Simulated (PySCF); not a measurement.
## Silicon: a sound run and one with changed settings

Sound run: Si [Ne] 3s2 3p2, Si⁺ [Ne] 3s2 3p1. Calculation: PySCF 2.14, in cc-pV(D+d)Z; the non-relativistic Hamiltonian (point nucleus). The sound run starts from symmetry-adapted Hartree-Fock orbitals and uses a fine grid where one is needed.

A second run was set up differently.

```tsv
species	method	sound run (hartree)	changed run (hartree)	converged
Si	UHF	-288.85023	-288.85023	yes
Si	r2SCAN	-289.33882	-288.90678	yes
Si	PBE	-289.21917	-288.70452	yes
Si⁺	UHF	-288.56942	-288.56942	yes
Si⁺	r2SCAN	-289.03265	-288.49090	yes
Si⁺	PBE	-288.91819	-288.30886	yes
```

Ionisation energy of Si:

```
method  sound run (eV)  changed run (eV)
   UHF           7.641             7.641
r2SCAN           8.331            11.317
   PBE           8.190            10.767
```

Problem. What was changed?
A. level shift left on
B. basis contracted for another Hamiltonian
C. radial grid too coarse
D. a valence shell is frozen

Solution. C. It used radial step 1.2 in ln r (0.13 in the sound run). A coarse radial grid mis-integrates the density and the exchange-correlation energy, with errors of either sign; Hartree-Fock needs no grid.
